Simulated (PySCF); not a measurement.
H₂N, SMILES [NH2] (connectivity only; charge and spin as stated), charge -1, multiplicity 1. Atoms are numbered in the order given.

```xyz
3

N      0.0000     0.0000    -0.1453
H      0.0000    -0.7960     0.5086
H      0.0000     0.7960     0.5086
```
Charge -1, spin multiplicity 1.

Coordinates come from a r2SCAN-D4/def2-TZVPD optimisation. The spin state was assumed, not searched. The isomer is the one that the SMILES or the coordinates give; other isomers of the formula were not compared.

These are PBE/def2-TZVPD in PySCF values and carry that method's errors.

Symmetry labels are those of the subgroup C2v that the program uses (full group C2v).

Computed valence orbital energies around the gap with their symmetry:
```
orbital  symmetry  energy (eV)
-------  --------  -----------
HOMO−4         A1      -371.22
HOMO−3         A1       -11.20
HOMO−2         B2        -2.36
HOMO−1         A1         1.23
HOMO           B1         3.16
LUMO           A1         5.28
LUMO+1         B2         7.35
LUMO+2         A1         8.47
LUMO+3         B1         8.98
```
